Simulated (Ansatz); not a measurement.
**Abstraction of H: BH2(OH) + BH(CH2)(CH3) → BH(OH) + BH(CH3)2**

Gas-phase species: BH2(OH), singlet; BH(CH2)(CH3), doublet; BH(OH), doublet; BH(CH3)2, singlet. A radical takes H: the energy is the difference in strength between the B–H bond broken and the C–H bond made.

Shapes, held fixed at every level: PBE0-D4/def2-TZVP. Flexible molecules stand in one conformer, not always the lowest. Programs: Ansatz 0.2.0. The zero-point and thermal change to 298 K, harmonic and unscaled (PBE0-D4/def2-TZVP), is +2.8 kJ/mol.

Q: Estimate ΔH(298 K) of this reaction.

A: The highest level, CCSD(T)/CBS estimate, gives ΔH(298 K) = +36.8 kJ/mol; the levels span +28.4 to +54.1. The column of differences is taken from that level and isn't an error. No measured value is set beside it here. Open shells run unrestricted. The CBS estimate extrapolates MP2 from def2-TZVPP and def2-QZVPP and adds CCSD(T) − MP2 in the triple-zeta set, cores frozen.

| level | kind | ΔH(298 K) (kJ/mol) | less CCSD(T)/CBS estimate |
| --- | --- | --- | --- |
| MP2/def2-TZVPP | perturbation theory | +28.4 | -8.4 |
| HF/def2-SVP | Hartree–Fock | +54.1 | +17.3 |
| r2SCAN-D4/def2-TZVPP | meta-GGA | +30.7 | -6.1 |
| B3LYP-D4/def2-TZVPP | global hybrid | +39.0 | +2.2 |
| PBE0-D4/def2-TZVPP | global hybrid | +30.1 | -6.7 |
| r2SCAN0-D4/def2-TZVPP | global hybrid | +33.3 | -3.5 |
| CCSD(T)/CBS estimate | coupled cluster or CI | +36.8 | 0.0 |
